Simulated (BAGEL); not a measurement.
# One shape, several levels: CH6Si (SMILES [H][Si]([H])([H])C)

Aim: a comparison of 6 runs (HF/3-21G, HF/def2-SVP, HF/6-311+G**, HF/def2-SVPD, B3LYP/aug-cc-pVDZ, CIS/STO-3G) of CH6Si. 

The results are computed with BAGEL 1.2.2.

7 further runs of the same task are left out: 4 that didn't finish, 3 set aside as unsound or not needed.

## (1) The system as given

The species is CH6Si (8 atoms), meant as a singlet with charge 0. As SMILES, `[H][Si]([H])([H])C`. The coordinates come from a GFN2-xTB relaxation.

Bond lengths: Si1–C2 1.895 Å, C2–H3 1.086 Å, C2–H4 1.087 Å, C2–H5 1.087 Å, Si1–H6 1.465 Å, Si1–H7 1.465 Å, Si1–H8 1.465 Å. Some angles: Si1–C2–H3 111.3°, Si1–C2–H4 111.3°, Si1–C2–H5 111.3°, C2–Si1–H6 109.6°, C2–Si1–H7 109.6°, C2–Si1–H8 109.6°, H3–C2–H4 107.5°, H3–C2–H5 107.6°, H4–C2–H5 107.6°, H6–Si1–H7 109.4°.

## (2) A single-point energy at HF/3-21G (run 1)

job.json reads:

```json
{ "bagel" : [

{
  "title" : "molecule",
  "basis" : "3-21g",
  "df_basis" : "qzvpp-jkfit",
  "angstrom" : true,
  "geometry" : [
    { "atom" : "Si", "xyz" : [      -0.001940,       0.003040,      -0.911630 ] },
    { "atom" : "C", "xyz" : [       0.002260,      -0.003450,       0.983790 ] },
    { "atom" : "H", "xyz" : [      -1.007880,       0.045000,       1.380680 ] },
    { "atom" : "H", "xyz" : [       0.551160,       0.846440,       1.380230 ] },
    { "atom" : "H", "xyz" : [       0.466040,      -0.905320,       1.373720 ] },
    { "atom" : "H", "xyz" : [       1.377200,      -0.025270,      -1.405730 ] },
    { "atom" : "H", "xyz" : [      -0.667430,       1.214970,      -1.396360 ] },
    { "atom" : "H", "xyz" : [      -0.719410,      -1.175410,      -1.404700 ] }
  ]
},

{ "title" : "hf", "df" : false },

{ "title" : "print", "file" : "orbitals.molden", "orbitals" : true }

]}
```

Command:

```sh
BAGEL_NUM_THREADS=1 BAGEL job.json > job.out
```

The log of the run:

```text
* using 1 threads per process

  ===============================================================
  ===============================================================

  *** Geometry ***

  { "atom" : "Si", "xyz" : [     -0.003666,      0.005745,     -1.722731 ] },
  { "atom" : "C", "xyz" : [      0.004271,     -0.006520,      1.859094 ] },
  { "atom" : "H", "xyz" : [     -1.904617,      0.085038,      2.609107 ] },
  { "atom" : "H", "xyz" : [      1.041541,      1.599540,      2.608257 ] },
  { "atom" : "H", "xyz" : [      0.880688,     -1.710807,      2.595955 ] },
  { "atom" : "H", "xyz" : [      2.602531,     -0.047753,     -2.656445 ] },
  { "atom" : "H", "xyz" : [     -1.261260,      2.295961,     -2.638738 ] },
  { "atom" : "H", "xyz" : [     -1.359488,     -2.221203,     -2.654498 ] },

  Number of auxiliary basis functions:      311

  Since a DF basis is specified, we compute 2- and 3-index integrals:
    o Being stored without compression. Storage requirement is 0.003 GB

  Number of basis functions:       34
  Number of electrons      :       26

    * METHOD: MOLECULE                             0.05

  *** RHF ***

  === Nuclear Repulsion ===
    62.7650065773

      * DIIS with orbital gradients will be used.

  === RHF iteration (3-21g) ===
      0       -325.17840212          0.03247434           0.02
      1       -328.31215120          0.03981756           0.02
      2       -328.47845739          0.01621554           0.02
      3       -328.52308024          0.00346186           0.02
      4       -328.52499187          0.00061370           0.02
      5       -328.52510270          0.00011996           0.02
      6       -328.52510644          0.00001787           0.02
      7       -328.52510655          0.00000220           0.02
      8       -328.52510655          0.00000043           0.02
      9       -328.52510655          0.00000007           0.02
     10       -328.52510655          0.00000002           0.02
     11       -328.52510655          0.00000000           0.02
    * SCF iteration converged.

    * Permanent dipole moment:
           (   -0.000626,     0.000700,    -0.193046) a.u.

    * METHOD: HF                                   0.27

    * METHOD: PRINT                                0.00

  ===============================================================
```

Wall time 0.45 s (1 thread of Arm Neoverse V2, shared host).

## (3) A single-point energy at HF/def2-SVP (run 2)

input.json reads:

```json
{ "bagel": [

{
  "title": "molecule",
  "basis": "svp",
  "df_basis": "qzvpp-jkfit",
  "angstrom": false,
  "geometry": [
    { "atom": "Si", "xyz": [    -0.00366607,     0.00574477,    -1.72273103 ] },
    { "atom": "C", "xyz": [     0.00427078,    -0.00651956,     1.85909366 ] },
    { "atom": "H", "xyz": [    -1.90461717,     0.08503768,     2.60910707 ] },
    { "atom": "H", "xyz": [     1.04154145,     1.59953978,     2.60825669 ] },
    { "atom": "H", "xyz": [     0.88068796,    -1.71080686,     2.59595457 ] },
    { "atom": "H", "xyz": [     2.60253082,    -0.04775338,    -2.65644471 ] },
    { "atom": "H", "xyz": [    -1.26125991,     2.29596055,    -2.63873797 ] },
    { "atom": "H", "xyz": [    -1.35948787,    -2.22120298,    -2.65449829 ] }
  ]
},

{ "title": "hf", "df": false },

{ "title": "print", "file": "orbitals.molden", "orbitals": true }

]}
```

Command:

```sh
BAGEL_NUM_THREADS=1 BAGEL input.json > input.out
```

The log of the run:

```text
* using 1 threads per process

  ===============================================================
  ===============================================================

  *** Geometry ***

  { "atom" : "Si", "xyz" : [     -0.003666,      0.005745,     -1.722731 ] },
  { "atom" : "C", "xyz" : [      0.004271,     -0.006520,      1.859094 ] },
  { "atom" : "H", "xyz" : [     -1.904617,      0.085038,      2.609107 ] },
  { "atom" : "H", "xyz" : [      1.041541,      1.599540,      2.608257 ] },
  { "atom" : "H", "xyz" : [      0.880688,     -1.710807,      2.595955 ] },
  { "atom" : "H", "xyz" : [      2.602531,     -0.047753,     -2.656445 ] },
  { "atom" : "H", "xyz" : [     -1.261260,      2.295961,     -2.638738 ] },
  { "atom" : "H", "xyz" : [     -1.359488,     -2.221203,     -2.654498 ] },

  Number of auxiliary basis functions:      311

  Since a DF basis is specified, we compute 2- and 3-index integrals:
    o Being stored without compression. Storage requirement is 0.010 GB

  Number of basis functions:       62
  Number of electrons      :       26

    * METHOD: MOLECULE                             0.07

  *** RHF ***

  === Nuclear Repulsion ===
    62.7650065926

      * DIIS with orbital gradients will be used.

  === RHF iteration (svp) ===
      0       -325.68156762          0.02764739           0.12
      1       -329.88227031          0.02919600           0.12
      2       -330.12463986          0.01091352           0.12
      3       -330.17087533          0.00199820           0.12
      4       -330.17250365          0.00061585           0.12
      5       -330.17266354          0.00010085           0.12
      6       -330.17267047          0.00002209           0.12
      7       -330.17267081          0.00000465           0.11
      8       -330.17267083          0.00000081           0.12
      9       -330.17267083          0.00000019           0.11
     10       -330.17267083          0.00000005           0.10
     11       -330.17267083          0.00000002           0.10
     12       -330.17267083          0.00000000           0.10
    * SCF iteration converged.

    * Permanent dipole moment:
           (   -0.000661,     0.000767,    -0.204022) a.u.

    * METHOD: HF                                   1.56

    * METHOD: PRINT                                0.01

  ===============================================================
```

It took 1.8 s on 1 thread of Arm Neoverse V2, shared host.

Runs 3 to 4 aren't shown in full; the table further down has their settings and results.

## (4) A single-point energy at B3LYP/aug-cc-pVDZ (density fitting with qzvpp-jkfit) (run 5)

input.json reads:

```json
{ "bagel": [

{
  "title": "molecule",
  "basis": "aug-cc-pvdz.json",
  "df_basis": "qzvpp-jkfit",
  "geometry": [
    { "atom": "Si", "xyz": [ -0.00366607,  0.00574477, -1.72273103 ] },
    { "atom": "C", "xyz": [  0.00427078, -0.00651956,  1.85909366 ] },
    { "atom": "H", "xyz": [ -1.90461717,  0.08503768,  2.60910707 ] },
    { "atom": "H", "xyz": [  1.04154145,  1.59953978,  2.60825669 ] },
    { "atom": "H", "xyz": [  0.88068796, -1.71080686,  2.59595457 ] },
    { "atom": "H", "xyz": [  2.60253082, -0.04775338, -2.65644471 ] },
    { "atom": "H", "xyz": [ -1.26125991,  2.29596055, -2.63873797 ] },
    { "atom": "H", "xyz": [ -1.35948787, -2.22120298, -2.65449829 ] }
  ]
},
{ "title": "ks", "xc_func": "b3lyp" },
{ "title": "print", "file": "orbitals.molden", "orbitals": true }

]}
```

The basis set aug-cc-pVDZ is read from a file made from the Basis Set Exchange's data (not shown).

Command:

```sh
BAGEL_NUM_THREADS=1 BAGEL input.json > input.out
```

The log of the run:

```text
* using 1 threads per process

  ===============================================================
  ===============================================================

  *** Geometry ***

  { "atom" : "Si", "xyz" : [     -0.003666,      0.005745,     -1.722731 ] },
  { "atom" : "C", "xyz" : [      0.004271,     -0.006520,      1.859094 ] },
  { "atom" : "H", "xyz" : [     -1.904617,      0.085038,      2.609107 ] },
  { "atom" : "H", "xyz" : [      1.041541,      1.599540,      2.608257 ] },
  { "atom" : "H", "xyz" : [      0.880688,     -1.710807,      2.595955 ] },
  { "atom" : "H", "xyz" : [      2.602531,     -0.047753,     -2.656445 ] },
  { "atom" : "H", "xyz" : [     -1.261260,      2.295961,     -2.638738 ] },
  { "atom" : "H", "xyz" : [     -1.359488,     -2.221203,     -2.654498 ] },

  Number of auxiliary basis functions:      311

  Since a DF basis is specified, we compute 2- and 3-index integrals:
    o Being stored without compression. Storage requirement is 0.027 GB

  Number of basis functions:      104
  Number of electrons      :       26

    * METHOD: MOLECULE                             0.10

  *** Kohn-Sham DFT ***

    * Removing 12719 points whose weight is below 1.00e-10
    * Grid points: 106529

  === Nuclear Repulsion ===
    62.7650065926

       - DIIS with orbital gradients will be used.

  === KS iteration (b3lyp / aug-cc-pvdz.json) ===
      0       -316.70002430          0.06346384           0.30
      1       -322.40689135          0.12744196           0.28
      2       -326.10322653          0.07720594           0.28
      3       -330.54170894          0.04719771           0.27
      4       -331.18347967          0.01116093           0.27
      5       -331.21609759          0.00554143           0.28
      6       -331.22726735          0.00119219           0.28
      7       -331.22768154          0.00044426           0.28
      8       -331.22776040          0.00003601           0.29
      9       -331.22776100          0.00000632           0.29
     10       -331.22776102          0.00000084           0.29
     11       -331.22776102          0.00000010           0.28
     12       -331.22776102          0.00000002           0.29
     13       -331.22776102          0.00000000           0.29
    * SCF iteration converged.

    * Permanent dipole moment:
           (   -0.000660,     0.000855,    -0.232643) a.u.

    * METHOD: KS                                   4.48

    * METHOD: PRINT                                0.02

  ===============================================================
```

Run time: 4.8 s. Hardware: 1 thread of Arm Neoverse V2, shared host; peak memory 0.49 GiB.

## (5) The vertical excitations at CIS/STO-3G (density fitting with qzvpp-jkfit) (run 6)

input.json reads:

```json
{ "bagel" : [

{
  "title" : "molecule",
  "basis" : "sto-3g",
  "df_basis" : "qzvpp-jkfit",
  "cartesian" : "true",
  "finite_nucleus" : "true",
  "geometry" : [
    { "atom" : "Si", "xyz" : [ -0.00366607,  0.00574477, -1.72273103 ] },
    { "atom" : "C", "xyz" : [  0.00427078, -0.00651956,  1.85909366 ] },
    { "atom" : "H", "xyz" : [ -1.90461717,  0.08503768,  2.60910707 ] },
    { "atom" : "H", "xyz" : [  1.04154145,  1.59953978,  2.60825669 ] },
    { "atom" : "H", "xyz" : [  0.88068796, -1.71080686,  2.59595457 ] },
    { "atom" : "H", "xyz" : [  2.60253082, -0.04775338, -2.65644471 ] },
    { "atom" : "H", "xyz" : [ -1.26125991,  2.29596055, -2.63873797 ] },
    { "atom" : "H", "xyz" : [ -1.35948787, -2.22120298, -2.65449829 ] }
  ]
},
{ "title" : "hf", "maxiter" : 60 },
{ "title" : "cis", "nstate" : 4 }

]}
```

Command:

```sh
BAGEL_NUM_THREADS=1 BAGEL input.json > input.out
```

The log of the run:

```text
* using 1 threads per process

  ===============================================================
  ===============================================================

  Cartesian basis functions are used
  *** Geometry ***

  { "atom" : "Si", "xyz" : [     -0.003666,      0.005745,     -1.722731 ] },
  { "atom" : "C", "xyz" : [      0.004271,     -0.006520,      1.859094 ] },
  { "atom" : "H", "xyz" : [     -1.904617,      0.085038,      2.609107 ] },
  { "atom" : "H", "xyz" : [      1.041541,      1.599540,      2.608257 ] },
  { "atom" : "H", "xyz" : [      0.880688,     -1.710807,      2.595955 ] },
  { "atom" : "H", "xyz" : [      2.602531,     -0.047753,     -2.656445 ] },
  { "atom" : "H", "xyz" : [     -1.261260,      2.295961,     -2.638738 ] },
  { "atom" : "H", "xyz" : [     -1.359488,     -2.221203,     -2.654498 ] },

  Number of auxiliary basis functions:      364

  Since a DF basis is specified, we compute 2- and 3-index integrals:
    o Being stored without compression. Storage requirement is 0.001 GB

  Number of basis functions:       20
  Number of electrons      :       26

    * METHOD: MOLECULE                             0.07

  *** RHF ***

  === Nuclear Repulsion ===
    62.7650065926

      * DIIS with orbital gradients will be used.

  === RHF iteration (sto-3g) ===
      0       -318.86148219          0.13335918           0.00
      1       -326.12648830          0.05209400           0.00
      2       -326.49710688          0.00725442           0.00
      3       -326.50803244          0.00151425           0.00
      4       -326.50846733          0.00031883           0.00
      5       -326.50849336          0.00003144           0.00
      6       -326.50849360          0.00000481           0.00
      7       -326.50849360          0.00000055           0.00
      8       -326.50849360          0.00000008           0.00
      9       -326.50849360          0.00000001           0.00
    * SCF iteration converged.

    * Permanent dipole moment:
           (   -0.000304,     0.000115,    -0.001429) a.u.

    * METHOD: HF                                   0.05

  === CIS iteration ===

        0     0     0.66221854     0.01326695      0.00
        0     1     0.67312898     0.00368629      0.00
        0     2     0.67316278     0.00368050      0.00
        0     3     0.71273907     0.00793024      0.00

        1     0     0.62471764     0.00367083      0.00
        1     1     0.65540635     0.00634518      0.00
        1     2     0.65546951     0.00631424      0.00
        1     3     0.70149432     0.00314876      0.00

[... 60 lines of this table left out ...]
       14 *   0     0.62237528     0.00000005      0.00
       14 *   1     0.63732530     0.00000010      0.00
       14 *   2     0.63740425     0.00000006      0.00
       14     3     0.66468057     0.00000024      0.00

    * CIS converged

    * Permanent dipole moment: Transition 0 -> 0
           (    0.002763,    -0.004639,     1.499066) a.u.

    * Permanent dipole moment: Transition 0 -> 1
           (   -0.110191,    -0.144550,    -0.001528) a.u.

    * Permanent dipole moment: Transition 0 -> 2
           (   -0.144422,     0.109336,    -0.002739) a.u.

    * Permanent dipole moment: Transition 0 -> 3
           (    0.018758,     0.015877,     0.001063) a.u.

    * METHOD: CIS                                  0.05

  ===============================================================
```

It took 0.28 s on 1 thread of Arm Neoverse V2, shared host.

The roots found:

```tsv
excited state	energy (eV)	strength
1	16.936	1.8648
2	17.343	0.0281
3	17.345	0.0279
4	18.087	0.0005
```

## (6) All runs side by side

```tsv
run	level	integral approximation	nucleus	energy (Eh)	dipole moment (D)	HOMO energy (eV)	LUMO energy (eV)	wall time
1	HF/3-21G	none	point	-328.525107	0.49	-12.24	4.81	0.45 s
2	HF/def2-SVP	none	point	-330.172671	0.52	-12.35	4.27	1.8 s
3	HF/6-311+G**	none	point	-330.310153	0.48	-12.29	1.58	4.8 s
4	HF/def2-SVPD (DC, density fitting with AutoAux)	AutoAux	finite	-330.800629	0.54	–	–	38 s
5	B3LYP/aug-cc-pVDZ (density fitting with qzvpp-jkfit)	qzvpp-jkfit	point	-331.227761	0.59	-8.90	-0.33	4.8 s
6	CIS/STO-3G (density fitting with qzvpp-jkfit)	qzvpp-jkfit	finite	-326.508494	–	–	–	0.28 s
```

## (7) What came out

```
                                quantity          value
run 6: ground-state or mean-field energy  -326.50849 Eh
         run 6: lowest excitation energy       16.94 eV
```

What this shows: Over runs 1, 2, 3, 4, 5 the dipole moment (its size) runs from 0.48 D (HF/6-311+G**) to 0.59 D (B3LYP/aug-cc-pVDZ). The two ends differ in method and basis. Over runs 1, 2, 3, 5 the HOMO–LUMO gap runs from 8.57 eV (B3LYP/aug-cc-pVDZ) to 17.05 eV (HF/3-21G). Some runs of one species differ in core potentials or relativity; totals across that change don't compare. In run 6 the basis is minimal, so the values are rough. All runs together took 50 s, the longest 38 s.
